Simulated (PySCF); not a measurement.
Compound: C2H6O2S.
SMILES with atom numbers: `[CH3:1][S:2]([CH3:3])(=[O:4])=[O:5]` (hydrogens: H6, H7, H8 on C1; H9, H10, H11 on C3)

Structure used (PBE0-D3(BJ)/def2-TZVP), in Å, numbered top down from 1:
```
atom  x, y, z in Å
C1     1.372    0.184   -0.370
S2    -0.230   -0.566   -0.473
C3    -1.170    0.285    0.764
O4    -0.104   -1.938   -0.066
O5    -0.789   -0.241   -1.756
H6     1.295    1.245   -0.604
H7     1.979   -0.320   -1.123
H8     1.791    0.018    0.621
H9    -2.166   -0.156    0.728
H10   -1.220    1.345    0.520
H11   -0.721    0.119    1.742
```

The calculation used PySCF 2.14.0, density-fitted response routines, TDDFT CAM-B3LYP/aug-cc-pVTZ, vertical, gas phase, core orbitals frozen in the response. Isolated species at its PBE0-D3(BJ)/def2-TZVP geometry, gas phase.

Transition dipole moments from the ground state, in atomic units and in the frame of the coordinates above (overall signs are arbitrary), for the states with f of 0.002 or more among the lowest 10:

```csv
state,E (eV),μx,μy,μz
S1,7.437,0.447,-0.018,-0.200
S2,7.790,0.050,-0.123,0.122
S4,8.300,-0.510,0.021,0.229
S5,8.374,0.085,0.206,0.172
S7,8.588,0.055,0.131,0.109
S8,8.638,-0.241,0.009,0.107
S10,8.737,-0.072,0.179,-0.178
```

Problem. Work out the oscillator strengths.

Solution. f = (2/3) ΔE |μ|² with ΔE in hartree (27.2114 eV).

```tsv
state	|μ|² (au)	|μ| (D)	f
S1	0.240	1.24	0.044
S2	0.032	0.46	0.006
S4	0.312	1.42	0.064
S5	0.080	0.72	0.016
S7	0.032	0.45	0.007
S8	0.070	0.67	0.015
S10	0.069	0.67	0.015
```

Problem. What is the point group, and which symmetry does each of these states have?

Solution. C2v. The ground state is totally symmetric, so the direction of μ fixes the label. Polarised along the twofold axis, so A1: S5 and S7. Polarised across the twofold axis, so B1 or B2: S1, S2, S4, S8 and S10. Which of B1 and B2 hangs on the choice of axes; S1, S4 and S8 take one label and S2 and S10 the other.

Problem. What angle do the transition dipoles of S1 and S10 make?

Solution. |cos θ| = |μa·μb| / (|μa| |μb|) = 0.00, so θ ≈ 90° (taken between 0 and 90°, since the signs are arbitrary).

Problem. What peak molar absorption coefficient would the strongest computed level give as a lone Gaussian band 0.4 eV wide at half height?

Solution. ε(max) = 2.175×10⁸ f / FWHM, with the width in cm⁻¹. S4: 2.175×10⁸ × 0.0635 / 3226 ≈ 4300 L mol⁻¹ cm⁻¹.
